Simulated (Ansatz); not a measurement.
in.yaml

```yaml
crystal:
  periodic: [false, false, false]
  atoms:
    - {symbol: Ge, position_ang: [-0.015433, -0.009008, 0.179440]}
    - {symbol: P, position_ang: [-0.016266, -0.025151, -1.826813]}
    - {symbol: H, position_ang: [0.031698, 0.034159, 1.647373]}
basis:
  gaussian: {orbitals: cc-pVTZ}
magnetization: {spin_polarized: false}
correlation: {method: bccd_t, electrons: outside_noble_gas}
```

```sh
$ ansatz run in.yaml --threads 1 --pin off --events-out ev --progress --plain --max-ram 2393MiB
```

Log:

```
556 factors; integrals over basis functions are off by at most 1.6e-3 eV
mean field evaluation 1: about -65759.5245 eV, gradient 1.7e1 eV
mean field evaluation 2: about -65759.6487 eV, gradient 1.7e1 eV
mean field evaluation 4: about -65760.9233 eV, gradient 2.0e0 eV
mean field evaluation 8: about -65760.9525 eV, gradient 2.5e-1 eV
mean field evaluation 16: about -65759.5241 eV, gradient 1.7e1 eV
mean field -65760.95327834 eV, -2416.6704586040 hartree, gradient 5.4e-6 eV, S^2 0.000000; 0 other end points of the search recorded, 0 dependent functions left out; unrestricted orbitals would lower it
19 core orbitals not correlated: weight in the atoms' cores, before any rotation towards them, 0.998 or more for the frozen orbitals, at most 0.001 for the correlated occupied ones
reference -65760.95327834 eV, -2416.6704586040 hartree; 5, 5 occupied and 67, 67 virtual orbitals, 556 factors
second order -6.92382181 eV of doubles, -0.00000000 eV of singles
cycle   1  -7.03458097 eV  change   -1.1e-1 eV  update   1.0e-1
cycle   2  -7.28974833 eV  change   -2.6e-1 eV  update   3.9e-2
cycle   3  -7.36863050 eV  change   -7.9e-2 eV  update   2.3e-2
cycle   4  -7.37586595 eV  change   -7.2e-3 eV  update   8.6e-3
cycle   5  -7.37513134 eV  change    7.3e-4 eV  update   3.0e-3
cycle   6  -7.37582327 eV  change   -6.9e-4 eV  update   8.6e-4
cycle   7  -7.37602159 eV  change   -2.0e-4 eV  update   3.0e-4
cycle   8  -7.37612197 eV  change   -1.0e-4 eV  update   7.7e-5
cycle   9  -7.37617814 eV  change   -5.6e-5 eV  update   3.2e-5
cycle  10  -7.37617750 eV  change    6.4e-7 eV  update   1.3e-5
cycle  11  -7.37618235 eV  change   -4.9e-6 eV  update   5.2e-6
perturbative correction -0.54748308 eV, -0.0201196320 hartree
Total energy: -65768.87694377 eV, -2416.9616479377 hartree
```

Ran on 1 thread of AMD EPYC, shared host: 6 s wall, 0.21 GiB peak host memory.
